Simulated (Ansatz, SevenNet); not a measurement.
Equilibrium volume per atom of rutile PbO₂ at several levels of theory

No measured value is used here.

```
level (code)         value (Å³/atom)
-------------------  ---------------
SevenNet-l3i5                  14.66
LDA (Ansatz)              (withheld)
PBE (Ansatz)                   14.82
PBE+SOC (Ansatz)               14.78
PBEsol (Ansatz)           (withheld)
PBEsol+SOC (Ansatz)            14.17
PBE-D3(BJ) (Ansatz)            14.51
PBE-D4 (Ansatz)                14.47
rVV10 (Ansatz)                 14.95
r²SCAN (Ansatz)                14.11
HSE06 (Ansatz)            (withheld)
```

Q: Some entries are withheld; supply them.

A: 
- LDA (Ansatz, a program for electronic structure), value (Å³/atom): 13.78
- PBEsol (Ansatz), value (Å³/atom): 14.21
- HSE06 (Ansatz), value (Å³/atom): 13.86

Density-functional levels without +SOC have no spin–orbit coupling. HSE06: exact exchange on metals is sensitive to the k mesh and can open a false gap. Cutoffs and k meshes differ between the levels. Ansatz's density-functional and Hartree–Fock values are scalar-relativistic unless marked +SOC, with PAW data made under PBE.

Machine-learned potentials (SevenNet-l3i5) are trained on DFT data: a solid inside that data is no test of them.
